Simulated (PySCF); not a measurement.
# How good is the calculation?

Atoms are numbered as in `[CH2:1]1[CH2:2][CH2:3]1`. Hydrogens are named by the atom that carries them.

What is known from experiment:  Coupling constants: 1J(C1,H(C1)) 160.4 Hz, 1J(C1,C2) 12.4 Hz, 3J(H(C3),H(C1)) (cis) 9.0 Hz, 3J(H(C3),H(C1)) (trans) 5.6 Hz, 2J(H(C1),H(C1)) -4.3 Hz.

[PySCF: shieldings: GIAO PBE0/pcSseg-1; coordinates at the GFN2-xTB level; J couplings at B3LYP/pcJ-1; fast rotation and ring inversion assumed for equivalent nuclei; one computed conformer; no solvent model; non-relativistic]

Set the calculated values beside the experiment.

Answers


Coupling constants in Hz:
```tsv
coupling	reference	computed	source
1J(C1,H(C1))	160.4	166.6	measured; liquid or solution (compiled); Cremer, Kraka, Wu, Luettke, ChemPhysChem 2004, 5, 349
1J(C1,C2)	12.4	15.2	measured; liquid or solution (compiled); Cremer, Kraka, Wu, Luettke, ChemPhysChem 2004, 5, 349
3J(H(C3),H(C1)) cis	9.0	10.2	measured; solution (compiled); Pretsch, Buehlmann, Badertscher, Structure Determination of Organic Compounds, 4th ed., Springer 2009
3J(H(C3),H(C1)) trans	5.6	6.1	measured; solution (compiled); Pretsch, Buehlmann, Badertscher, Structure Determination of Organic Compounds, 4th ed., Springer 2009
2J(H(C1),H(C1))	-4.3	-5.7	measured; solution (compiled); Pretsch, Buehlmann, Badertscher, Structure Determination of Organic Compounds, 4th ed., Springer 2009
```
